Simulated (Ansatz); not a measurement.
A nudged elastic band was laid between two geometries of BClH2 + H2 (6 atoms, charge 0, multiplicity 1).

Theory: Ansatz, RKS BLYP-D4/def2-SVP.

```
movable images  : 7
climbing image  : yes
spring          : 5.0 eV/Å²
optimiser       : quadratic models (default)
start path      : through a guess of the saddle point
force threshold : 0.05 eV/Å
iteration limit : 60
end points      : relaxed
```

Image 0:

```xyz
6
Properties=species:S:1:pos:R:3
B -0.013 0.505 0.167
Cl -0.032 1.033 1.844
H 1.057 0.376 -0.376
H -1.071 0.304 -0.379
H 0.100 -2.571 0.439
H 0.077 -2.318 1.162
```

Image 8:

```xyz
6
Properties=species:S:1:pos:R:3
B 0.029 -0.275 -0.332
Cl 0.033 -0.120 2.161
H 1.034 0.384 -0.482
H -1.058 0.238 -0.482
H 0.115 -1.486 -0.328
H -0.036 -1.411 2.319
```

Problem. What changes between the two ends?

Solution. Bonds broken: B1–Cl2, H5–H6. Bonds formed: B1–H5, Cl2–H6. BClH2 + H2 becomes BH3 + ClH.

Problem. What energy profile does the band end with?

Solution. The run converged. The highest image is number 5 of 0 to 8, 1.00 eV above the first end and 0.25 eV above the last; the last end lies 0.75 eV above the first. A vibrational analysis at the climbing image gives one clearly imaginary mode, 606i cm⁻¹: a first-order saddle point. The orbitals stay closed-shell, which can raise the energy where a bond breaks towards radicals; this wasn't checked here.

```tsv
image	path coordinate (Å)	energy (eV)	B1–Cl2 (Å)	H5–H6 (Å)	B1–H5 (Å)
0	0.00	0.00	1.76	0.77	3.09
1	0.46	0.01	1.76	0.77	2.66
2	0.92	0.08	1.77	0.77	2.26
3	1.38	0.26	1.81	0.78	1.84
4	1.84	0.62	1.93	0.85	1.47
5	2.31	1.00	2.18	1.16	1.28
6	2.77	0.86	2.52	1.62	1.23
7	3.23	0.79	2.56	2.10	1.22
8	3.70	0.75	2.50	2.65	1.21
```

Problem. What is the geometry of the highest image?

Solution. 
```xyz
6
Properties=species:S:1:pos:R:3
B 0.015 -0.272 0.012
Cl -0.002 0.049 2.171
H 1.076 0.152 -0.365
H -1.069 0.081 -0.371
H 0.057 -1.546 0.163
H 0.040 -1.134 1.245
```

Problem. What are the harmonic wavenumbers there?

Solution. 606i, 521, 702, 759, 973, 1041, 1108, 1325, 1562, 2192, 2555, 2684 cm⁻¹.

The band took 11 iterations and roughly 60 core-seconds.

Run time: 61 s on 1 thread of Arm Neoverse V2, with other jobs on the host, peak memory 0.094 GiB.
